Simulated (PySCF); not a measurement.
**Continuum solvent and chemical shifts**

Structure with atom numbers: `[cH:1]1[cH:2][cH:3][p-:4][cH:5]1`. Each H is labelled by its parent atom.

GIAO PBE0/pcSseg-1 in PySCF on one PBE0-D3(BJ)/def2-SVP conformer, non-relativistic, equivalent nuclei averaged. Solvents enter as an IEF-PCM continuum (benzene with ε = 2.3, chloroform with ε = 4.7) around the gas-phase geometry. Shifts are referred to TMS computed in the same medium.

Gas phase, δ in ppm: C3/C5 132.9, C1/C2 117.4, H(C3)/H(C5) 6.66, H(C1)/H(C2) 6.48. Dipole moment 1.48 D.

Task: How does each δ change in the continuum?

Result: 
```tsv
atoms	environment	Δδ, benzene	Δδ, chloroform
C3/C5	aromatic CH	+0.9	+1.5
C1/C2	aromatic CH	+2.7	+4.5
H(C3)/H(C5)	hydrogen on an aromatic CH	+0.18	+0.29
H(C1)/H(C2)	hydrogen on an aromatic CH	+0.21	+0.36
```

Changes are relative to the gas phase. The dipole moment becomes 1.93 D in benzene, 2.23 D in chloroform.

Task: Which of the listed nuclei move most (in ppm), and what does the model miss?

Result: C1/C2 (aromatic CH, +4.5 ppm) in chloroform. A continuum only polarises the solute; specific hydrogen bonds, the anisotropy of aromatic solvents and changes of geometry or conformer are outside it, as are counter-ions.
